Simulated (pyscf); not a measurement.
`[OH][AsH][OH]` + `[AsH3]` → `[OH][AsH][O][AsH2]` + `[H][H]`, a four-centre exchange (singlet surface; H–O, As–H broken, As–O, H–H formed). PySCF, gas phase, ωB97X-D3(BJ)/def2-SVP geometries. Energies in eV from the separated reactants.

AM1 to PM7: differences of heats of formation from MOPAC, which are fitted to 298 K values and so differ in kind from electronic energies by zero-point and thermal terms. 

Task: In single points PM3 puts the saddle at 3.06 eV and the reaction energy at -0.11 eV. Should these be trusted to within a few kcal/mol? Compare with ωB97M-D3(BJ)/def2-TZVP.

Result: ωB97M-D3(BJ)/def2-TZVP gives ΔE‡ = 2.55 eV and ΔE = +0.48 eV. PM3 lies 0.51 eV over it in the barrier and 0.60 eV under it in the reaction energy, so on this step it does not hold to within 0.13 eV. ωB97M-D3(BJ)/def2-TZVP has limits of its own. HO–AsH–O–AsH₂ lies 0.62 eV over its isomer HO–As(OH)–AsH₂ (electronic energy, ωB97M-D3(BJ)/def2-TZVP). One saddle was located; it need not be the lowest between these sides. In the def2 sets elements up to Kr have no core potential.
